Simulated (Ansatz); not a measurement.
**HB–CH, quartet: reading a ladder of total energies**

Geometry: that of the HB–CH, doublet, kept fixed. The doublet lies 4.6 eV lower here.

```xyz
4

B     0.0000    0.0000    0.6493
C     0.0000    0.0000   -0.7007
H     0.0000    0.0000    1.8218
H     0.0000    0.0000   -1.7703
```

Basis cc-pVDZ; Ansatz 0.2.0. Correlated methods freeze the noble-gas cores, which leaves 9 electrons in 36 orbitals. Prefix R: restricted or restricted open-shell reference; prefix U: unrestricted.

Full CI isn't at hand for all of this; UCCSDT(Q) serves as the reference, and is uncertain by about the last step of the cluster series.

Runs differ by some tens of microhartree through their thresholds and, for an open shell, their frozen cores, so steps under 0.03 kcal/mol mean nothing.

| level | total energy (hartree) |
| --- | --- |
| UHF | -63.473236 |
| UMP2 | -63.614018 |
| UCCSD | -63.645555 |
| UCCSD(T) | -63.649086 |
| UCCSDT | -63.649841 |
| UCCSDT(Q) | -63.650004 |

Problem. What is the correlation energy at UCCSDT(Q), and what share of it do UMP2 and UCCSD recover?

Solution. E(corr) = -63.650004 − (-63.473236) = -0.176768 hartree = -4.810 eV. UMP2: -0.140782 / -0.176768 = 79.64 %. UCCSD: -0.172319 / -0.176768 = 97.48 %.

Problem. By how many kcal/mol does UCCSD(T) miss UCCSDT(Q) (1 hartree = 627.509 kcal/mol), and which steps make up the rest?

Solution. -63.649086 − (-63.650004) = 0.000918 hartree = 0.58 kcal/mol. Steps: UCCSDT − UCCSD(T) = -0.47, UCCSDT(Q) − UCCSDT = -0.10 kcal/mol. That is within 1 kcal/mol of the reference in this basis, which itself misses far more of the correlation at the basis-set limit.
